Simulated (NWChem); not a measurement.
System: chloroform (CHCl₃); SMILES ClC(Cl)Cl

The following NWChem deck was run.

```
start job
memory heap 200 mb stack 900 mb global 1100 mb
geometry units angstroms noautosym nocenter noautoz
  Cl     1.482939     0.840076    -0.074242
  C      0.000000     0.000000     0.464130
  Cl    -1.468996     0.864224    -0.074242
  Cl    -0.013942    -1.704300    -0.074242
  H      0.000000     0.000000     1.549836
end
basis spherical
  * library pcsseg-1
end
dft
  xc xpbe96 cpbe96
  iterations 150
end
property
  shielding 3 1 2 5
end
task dft property
```

Output (shortened):

```
             Northwest Computational Chemistry Package (NWChem) 7.3.0
             --------------------------------------------------------

                             Geometry "geometry" -> ""
                             -------------------------

 Output coordinates in angstroms (scale by  1.889725989 to convert to a.u.)

  No.       Tag          Charge          X              Y              Z
 ---- ---------------- ---------- -------------- -------------- --------------
    1 Cl                  17.0000     1.48293900     0.84007600    -0.07424200
    2 C                    6.0000     0.00000000     0.00000000     0.46413000
    3 Cl                  17.0000    -1.46899600     0.86422400    -0.07424200
    4 Cl                  17.0000    -0.01394200    -1.70430000    -0.07424200
    5 H                    1.0000     0.00000000     0.00000000     1.54983600

 Effective nuclear repulsion energy (a.u.)     260.4011688240

  pbe96 is a nonlocal functional; adding pw91lda local functional.
                              NWChem Property Module
                              ----------------------

  itol2e modified to match energy
  convergence criterion.

                                 NWChem DFT Module
                                 -----------------

 Summary of "ao basis" -> "ao basis" (spherical)
 ------------------------------------------------------------------------------
       Tag                 Description            Shells   Functions and Types
 ---------------- ------------------------------  ------  ---------------------
 Cl                         pcsseg-1                10       24   4s5p1d
 C                          pcsseg-1                 7       17   3s3p1d
 H                          pcsseg-1                 3        5   2s1p

  itol2e modified to match energy
  convergence criterion.

            General Information
            -------------------
          SCF calculation type: DFT
          Wavefunction type:  closed shell.
          No. of atoms     :     5
          No. of electrons :    58
           Alpha electrons :    29
            Beta electrons :    29
          Charge           :     0
          Spin multiplicity:     1
          Use of symmetry is: off; symmetry adaption is: off
          Maximum number of iterations: 150
          AO basis - number of functions:    94
                     number of shells:    40
          Convergence on energy requested:  1.00D-07
          Convergence on density requested:  1.00D-05
          Convergence on gradient requested:  5.00D-04

              XC Information
              --------------
          PerdewBurkeErnzerhof Exchange Functional  1.000
            Perdew 1991 LDA Correlation Functional  1.000 local
           PerdewBurkeErnz. Correlation Functional  1.000 non-local

             Grid Information
             ----------------
          Grid used for XC integration:  fine
          Radial quadrature: Mura-Knowles
          Angular quadrature: Lebedev.
          Tag              B.-S. Rad. Rad. Pts. Rad. Cut. Ang. Pts.
          ---              ---------- --------- --------- ---------
          Cl                  1.00      123           9.0       770
          C                   0.70       70           7.0       590
          H                   0.35       60           8.0       590
          Grid pruning is: on
          Number of quadrature shells:   499
          Spatial weights used:  Erf1

      Superposition of Atomic Density Guess
      -------------------------------------

 Sum of atomic energies:       -1416.47714631

      Non-variational initial energy
      ------------------------------

 Total energy =   -1417.493248
 1-e energy   =   -2475.055530
 2-e energy   =     797.161113
 HOMO         =      -0.369103
 LUMO         =       0.008852

   convergence    iter        energy       DeltaE   RMS-Dens  Diis-err
 ---------------- ----- ----------------- --------- --------- ---------
 d= 0,ls=0.0,diis     1  -1418.4591498103 -1.68D+03  2.10D-02  2.10D+00
 d= 0,ls=0.0,diis     2  -1417.7682313755  6.91D-01  1.67D-02  7.66D+00
 d= 0,ls=0.0,diis     3  -1418.6151052848 -8.47D-01  2.59D-03  1.09D-01
 d= 0,ls=0.0,diis     4  -1418.6274175868 -1.23D-02  7.40D-04  6.93D-03
 d= 0,ls=0.0,diis     5  -1418.6280097449 -5.92D-04  1.17D-04  2.48D-04
  Resetting Diis
 d= 0,ls=0.0,diis     6  -1418.6280358061 -2.61D-05  2.05D-05  7.04D-06
 d= 0,ls=0.0,diis     7  -1418.6280366964 -8.90D-07  6.82D-06  1.37D-07
 d= 0,ls=0.0,diis     8  -1418.6280366956  8.23D-10  3.63D-06  1.50D-07

         Total DFT energy =    -1418.628036695555
      One electron energy =    -2476.260692241461
           Coulomb energy =      887.103968631796
    Exchange-Corr. energy =      -89.872481909919
 Nuclear repulsion energy =      260.401168824030

 Numeric. integr. density =       58.000000025894

                       DFT Final Molecular Orbital Analysis
                       ------------------------------------

 Vector   27  Occ=2.000000D+00  E=-2.954102D-01
              MO Center=  2.9D-03, -5.2D-01, -3.1D-02, r^2= 3.8D+00
   Bfn.  Coefficient  Atom+Function         Bfn.  Coefficient  Atom+Function
  ----- ------------  ---------------      ----- ------------  ---------------
    81      0.363822  4 Cl pz                84      0.295858  4 Cl pz
    80     -0.264023  4 Cl py                83     -0.230369  4 Cl py
    15     -0.222486  1 Cl py                56     -0.222549  3 Cl py
    16     -0.184082  1 Cl pz                18     -0.179538  1 Cl py
    57     -0.179741  3 Cl pz                59     -0.179614  3 Cl py

 Vector   28  Occ=2.000000D+00  E=-2.916326D-01
              MO Center= -1.2D-05, -1.2D-06,  5.3D-02, r^2= 3.8D+00
   Bfn.  Coefficient  Atom+Function         Bfn.  Coefficient  Atom+Function
  ----- ------------  ---------------      ----- ------------  ---------------
    16      0.320529  1 Cl pz                57      0.320534  3 Cl pz
    81      0.320532  4 Cl pz                19      0.275877  1 Cl pz
    60      0.275881  3 Cl pz                84      0.275880  4 Cl pz
    90     -0.247909  5 H  s                 33     -0.129396  2 C  pz
    91     -0.122451  5 H  s                  7     -0.084842  1 Cl pz

[...]

          -----------------------------------------
          Chemical Shielding Tensors (GIAO, in ppm)
          -----------------------------------------

                                NWChem CPHF Module
                                ------------------

  scftype          =     RHF
  nclosed          =       29
  nopen            =        0
  variables        =     1885
  # of vectors     =        3
  tolerance        = 0.10D-03
  level shift      = 0.00D+00
  max iterations   =       50
  max subspace     =       30

 SCF residual:    1.9088314339802307E-004

Iterative solution of linear equations
  No. of variables     1885
  No. of equations        3
  Maximum subspace       30
        Iterations       50
       Convergence  1.0D-04

   iter   nsub   residual    time
   ----  ------  --------  ---------
     1      3    2.06D-04      34.9
     2      6    4.77D-09      39.9

      Atom:    1  Cl
        Diamagnetic
   1151.7152      5.9364     -2.6019
      5.9364   1144.5989     -1.4740
     -2.6019     -1.4740   1140.4507

        Paramagnetic
   -371.3164    208.0868   -127.3399
    208.0868   -620.7588    -72.1382
   -127.3399    -72.1382  -1027.6961

        Total Shielding Tensor
    780.3988    214.0232   -129.9419
    214.0232    523.8401    -73.6122
   -129.9419    -73.6122    112.7546

           isotropic =     472.3312
          anisotropy =     684.9550

          Principal Components and Axis System
                 1           2           3
              928.9678    402.5969     85.4288

      1         0.8559     -0.4929      0.1566
      2         0.4849      0.8701      0.0887
      3        -0.1800     -0.0000      0.9837

      Atom:    2  C
        Diamagnetic
    255.6755      0.0000      0.0000
      0.0000    255.6756      0.0000
      0.0000      0.0000    240.0638

        Paramagnetic
   -170.0882      0.0000      0.0000
      0.0000   -170.0884     -0.0001
      0.0000     -0.0001   -221.0596

        Total Shielding Tensor
     85.5873      0.0000      0.0000
      0.0000     85.5872     -0.0001
      0.0000     -0.0001     19.0043

           isotropic =      63.3929
          anisotropy =      33.2916

          Principal Components and Axis System
                 1           2           3
               85.5873     85.5872     19.0043

      1         0.9255     -0.3789     -0.0000
      2         0.3789      0.9255      0.0000
      3        -0.0000     -0.0000      1.0000

      Atom:    3  H
        Diamagnetic
     23.2955      0.0000      0.0000
      0.0000     23.2955      0.0000
      0.0000      0.0000     39.4571

        Paramagnetic
     -1.0309     -0.0000     -0.0000
     -0.0000     -1.0309     -0.0000
     -0.0000     -0.0000    -13.1984

        Total Shielding Tensor
     22.2647     -0.0000      0.0000
     -0.0000     22.2647     -0.0000
      0.0000     -0.0000     26.2587

           isotropic =      23.5960
          anisotropy =       3.9940

          Principal Components and Axis System
                 1           2           3
               26.2587     22.2647     22.2647

      1         0.0000      0.9615      0.2748
      2        -0.0000     -0.2748      0.9615
      3         1.0000     -0.0000     -0.0000
```

Level: PBE/pcSseg-1, GIAO. Structure relaxed at the B3LYP/6-31G* (spherical d) level. The output numbers the shielded atoms by their place in the input's list. The printed shielding anisotropy is the first printed principal value minus the mean of the other two.
